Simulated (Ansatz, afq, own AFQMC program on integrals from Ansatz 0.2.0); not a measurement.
## Where AFQMC and coupled cluster stand for GaH₂OF, singlet

```xyz
5

O    -1.1377   -0.5803   -0.2753
Ga    0.3839    0.2800    0.0122
F     0.4429    1.7898   -0.8644
H    -1.2205   -1.4207    0.1867
H     1.5815   -0.1425    0.8995
```

Connectivity, by distances: OH–GaH–F.

Basis def2-TZVP. Noble-gas cores (and the filled d shells of Ga–Kr and In–Xe) are frozen. Integrals, coupled cluster, full CI and functionals: Ansatz 0.2.0; the random walks run on the same integrals in our own AFQMC program. The CISD trial takes its coefficients from CCSD amplitudes. Released means that phaseless walkers are propagated on without the constraint, phases kept. Error bars are statistical, one sigma. No spin–orbit coupling.

Determinant: RHF, the one that the program's search chose, which needn't be the lowest solution. The geometry is a PBE0/def2-SVP stationary point of this or a neighbouring charge and spin state.

No full CI on the walks' own integrals is used here. The released AFQMC energy serves as the reference, which it does only where one determinant dominates, the energy is flat over the last release times and near the phaseless one (40 meV or 2 meV an electron, half that with transition metals). On small molecules, where full CI could be run and the noise was under 10 meV, such values lay within 10 meV of it in 19 cases of 20, a flattering rate, since the rule was set on those same cases; what remains of the bias isn't in the error bar.

Cautions: no relativity below Rb; no spin-orbit coupling; inner d shell frozen; the released value is read at 1.50 1/Eh (meV from the phaseless value at times in 1/Eh: 12 ± 6 at 0.24, 7 ± 7 at 0.51, 16 ± 8 at 0.99, 17 ± 10 at 1.50).

* T1 diagnostic: 0.0144
* weight of the determinant in the CISD state: 0.865
* size of the correlated space: 18 electrons in 106 orbitals

```json
{"level": "MP2", "correlation energy (eV)": "-15.6335"}
{"level": "CCSD", "correlation energy (eV)": "-15.8228"}
{"level": "CCSD(T)", "correlation energy (eV)": "-16.3119"}
```

(1) Estimate where AFQMC with the constraint released lies against CCSD(T) on the same integrals.

(1) 30.0 ± 9.6 meV below CCSD(T).

Reference: AFQMC with the constraint released, correlation energy -16.342 ± 0.010 eV.

```csv
level,E − E(reference) (meV),share of correlation (%)
CCSD(T),30.0 ± 9.6,99.82
ph-AFQMC/CISD,-17.3 ± 11.9,100.11
```

Released energies are given only where the last usable release times agree within the noise; a slower fall can still hide under it.
